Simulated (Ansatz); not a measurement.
**C2H4F2 (1,1-difluoroethane): BLYP/6-311+G(d,p)**

Aim: the vertical ionisation energy of C2H4F2 (1,1-difluoroethane) at BLYP/6-311+G**, from 2 runs. 

The results are computed with Ansatz 0.2.0.

55 further runs of the same task are left out: 55 set aside as unsound or not needed.

### Step 1. The molecule

C2H4F2: 8 atoms, total charge 0, spin state singlet. As SMILES, `CC(F)F`. Geometry: relaxed at PBE0-D4/def2-TZVP.

Bond lengths: C1–C2 1.497 Å, C2–F3 1.361 Å, C2–F4 1.361 Å, C1–H5 1.091 Å, C1–H6 1.091 Å, C1–H7 1.090 Å, C2–H8 1.095 Å. Some angles: C1–C2–F3 110.3°, C1–C2–F4 110.3°, F3–C2–F4 107.0°, C1–C2–H8 114.0°, F3–C2–H8 107.5°, F4–C2–H8 107.5°, C2–C1–H5 109.4°, C2–C1–H6 109.9°, C2–C1–H7 109.9°, H5–C1–H6 109.3°.

### Step 2. The energy at BLYP/6-311+G(d,p)

in.yaml reads:

```yaml
crystal:
  periodic: [false, false, false]
  atoms:
    - {symbol: C, position_ang: [0.003300, 0.777600, 0.023300]}
    - {symbol: C, position_ang: [-0.052000, -0.718200, -0.008200]}
    - {symbol: F, position_ang: [0.925500, -1.243400, 0.779100]}
    - {symbol: F, position_ang: [0.168200, -1.172100, -1.271900]}
    - {symbol: H, position_ang: [0.981400, 1.111900, -0.325400]}
    - {symbol: H, position_ang: [-0.157200, 1.132800, 1.041800]}
    - {symbol: H, position_ang: [-0.771000, 1.190600, -0.624000]}
    - {symbol: H, position_ang: [-1.006100, -1.136400, 0.329500]}
basis:
  gaussian: {orbitals: 6-311+G_st__st_.json}
hamiltonian: {xc: {name: BLYP}}
accuracy: high
output: {orbitals: {seedname: orbitals}}
```

The basis set 6-311+G** is read from a file made from the Basis Set Exchange's data (not shown).

Command:

```bash
ansatz run in.yaml --threads 1 --pin off --max-ram 3480MiB --events-out events.jsonl --progress --plain --runs-dir runs
```

Output:

```text
Warning: RAYON_NUM_THREADS=1 ignored (pool sized by the plan → 1); use --threads N
Functional definition: BLYP
  name "BLYP"
  parameter beta = 0.0042
  parameter a = 0.04918
  parameter b = 0.132
  parameter c = 0.2533
  parameter d = 0.349
  exchange = b88_x(beta = beta)
  correlation = lyp_c(a = a, b = b, c = c, d = d)
2216 factors; integrals over basis functions are off by at most 3.7e-9 eV
mean field evaluation 1: about -7565.5142 eV, gradient 6.4e1 eV
mean field evaluation 2: about -7556.7021 eV, gradient 8.4e1 eV
mean field evaluation 4: about -7574.0130 eV, gradient 5.2e0 eV
mean field evaluation 8: about -7574.0475 eV, gradient 7.8e-2 eV
mean field evaluation 16: about -7574.0475 eV, gradient 3.2e-6 eV
mean field -7574.04754225 eV, -278.3411133041 hartree, gradient 1.7e-8 eV, S^2 0.000000; 0 other end points of the search recorded, 0 dependent functions left out
reference -7574.04759963 eV, -278.3411154125 hartree; 17, 17 occupied and 95, 95 virtual orbitals, 2216 factors
Total energy: -7574.04759963 eV, -278.3411154125 hartree
```

It took 8.4 s on 1 thread of Arm Neoverse V1, shared host; peak memory 0.3 GiB.

### Step 3. The doublet cation

molecule.yaml reads:

```yaml
basis:
  gaussian: {orbitals: 6-311+G_st__st_.json}
crystal:
  periodic: [false, false, false]
  atoms:
    - {symbol: C, position_ang: [0.003300, 0.777600, 0.023300]}
    - {symbol: C, position_ang: [-0.052000, -0.718200, -0.008200]}
    - {symbol: F, position_ang: [0.925500, -1.243400, 0.779100]}
    - {symbol: F, position_ang: [0.168200, -1.172100, -1.271900]}
    - {symbol: H, position_ang: [0.981400, 1.111900, -0.325400]}
    - {symbol: H, position_ang: [-0.157200, 1.132800, 1.041800]}
    - {symbol: H, position_ang: [-0.771000, 1.190600, -0.624000]}
    - {symbol: H, position_ang: [-1.006100, -1.136400, 0.329500]}
total_charge: 1
magnetization: {spin_polarized: true, initial_magnetization: 1}
hamiltonian: {xc: {name: BLYP}}
accuracy: high
output: {orbitals: {seedname: orbitals}}
```

The basis set 6-311+G** is read from a file made from the Basis Set Exchange's data (not shown).

Command:

```bash
ansatz run molecule.yaml --threads 1 --pin off --max-ram 3480MiB --events-out events.jsonl --progress --plain --runs-dir runs
```

Output:

```text
Warning: RAYON_NUM_THREADS=1 ignored (pool sized by the plan → 1); use --threads N
Functional definition: BLYP
  name "BLYP"
  parameter beta = 0.0042
  parameter a = 0.04918
  parameter b = 0.132
  parameter c = 0.2533
  parameter d = 0.349
  exchange = b88_x(beta = beta)
  correlation = lyp_c(a = a, b = b, c = c, d = d)
2216 factors; integrals over basis functions are off by at most 3.7e-9 eV
mean field evaluation 1: about -7549.8416 eV, gradient 5.8e1 eV
mean field evaluation 2: about -7538.9112 eV, gradient 7.4e1 eV
mean field evaluation 4: about -7561.8946 eV, gradient 1.0e1 eV
mean field evaluation 8: about -7562.2542 eV, gradient 1.9e-1 eV
mean field evaluation 16: about -7562.2463 eV, gradient 2.3e-5 eV
mean field evaluation 32: about -7561.9204 eV, gradient 7.2e0 eV
mean field -7562.24626462 eV, -277.9074243502 hartree, gradient 2.2e-8 eV, S^2 0.751365; 3 other end points of the search recorded, 0 dependent functions left out
reference -7562.24632408 eV, -277.9074265352 hartree; 17, 16 occupied and 95, 96 virtual orbitals, 2216 factors
Total energy: -7562.24632408 eV, -277.9074265352 hartree
```

It took 17 s on 1 thread of Arm Neoverse V1, shared host; peak memory 0.38 GiB.

### Step 4. Results

Level: BLYP/6-311+G**.

| quantity | value |
| --- | --- |
| singlet C2H4F2: total energy | -278.34112 Eh |
| singlet C2H4F2: HOMO energy | -7.98 eV |
| singlet C2H4F2: LUMO energy | -0.25 eV |
| singlet C2H4F2: HOMO–LUMO gap | 7.73 eV |
| doublet cation: total energy | -277.90743 Eh |
| doublet cation: HOMO energy (highest over α and β) | -16.55 eV |
| doublet cation: LUMO energy (lowest over α and β) | -15.65 eV |
| doublet cation: ⟨S²⟩ | 0.751 |
| vertical ionisation energy (to the doublet cation) | 11.801 eV |

The vertical ionisation energy comes to 11.80 eV (272 kcal/mol). −ε(HOMO) before ionisation, 7.98 eV, is 3.82 eV below this ionisation energy.
